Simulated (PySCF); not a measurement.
difluoromethane (CH₂F₂), SMILES FCF. The structure is a stationary point at PBE-D3(BJ)/def2-TZVP.

**Question.** Give the equilibrium geometry at PBE-D3(BJ)/def2-TZVP (PySCF confirms it by a frequency run) as a Z-matrix, and its point group. (Estimate from the structure and the level; the computed values follow.)

**Answer.** point group C2v.
```
C
F 1 1.3705
F 1 1.3705 2 108.76
H 1 1.1017 2 108.62 3 118.06
H 1 1.1017 4 113.50 2 -120.93
```
